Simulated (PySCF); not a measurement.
One formula, C3H5Cl, several structures.

PySCF, CAM-B3LYP/def2-SVPD, density fitting, gas phase; each molecule at its own PBE0-D3(BJ)/def2-SVP geometry, one conformer. Singlet excitations by full TDDFT with frozen cores, triplets by Tamm–Dancoff TDDFT and ionisation energies by ΔSCF, from the lowest of the holes tried. 

Torsions of the conformers computed, which needn't be the lowest (atom-mapped SMILES):
- `[CH2:1]=[CH:2][CH2:3][Cl:4]`: C1–C2–C3–Cl4 124°

Reference: `C/C=C/Cl`, with HOMO energy -8.48 eV, LUMO energy 1.07 eV, lowest singlet excitation 6.58 eV, lowest triplet excitation 4.08 eV, mean polarisability 53.6 au, dipole moment 2.03 D and vertical ionisation energy 9.45 eV.

Changes against it:

| molecule | Δ electronic energy (kcal/mol) | Δ HOMO energy (eV) | Δ LUMO energy (eV) | Δ lowest singlet excitation (eV) | Δ lowest triplet excitation (eV) | Δ mean polarisability (au) | Δ dipole moment (D) | Δ vertical ionisation energy (eV) |
| --- | --- | --- | --- | --- | --- | --- | --- | --- |
| C/C=C\Cl | -0.5 | -0.04 | +0.09 | +0.12 | +0.08 | -0.9 | -0.30 | +0.05 |
| ClC1CC1 | +6.3 | -0.77 | +0.43 | +0.38 | +2.23 | -4.8 | 0.00 | +0.85 |

Rows whose labels were lost:

```tsv
row	Δ electronic energy (kcal/mol)	Δ HOMO energy (eV)	Δ LUMO energy (eV)	Δ lowest singlet excitation (eV)	Δ lowest triplet excitation (eV)	Δ mean polarisability (au)	Δ dipole moment (D)	Δ vertical ionisation energy (eV)
P	-1.9	-0.20	-0.13	+0.11	+0.06	-0.9	-0.32	+0.19
Q	+1.9	-0.83	-0.51	+0.29	+0.20	-0.1	+0.02	+0.83
```

Problem. Which row belongs to which of `C=CCCl` and `C=C(C)Cl`?

Solution. P = `C=C(C)Cl` and Q = `C=CCCl`. P and Q are told apart most clearly by the vertical ionisation energy (+0.19 against +0.83 eV); P comes close to the labelled row of `C/C=C\Cl` in every column.
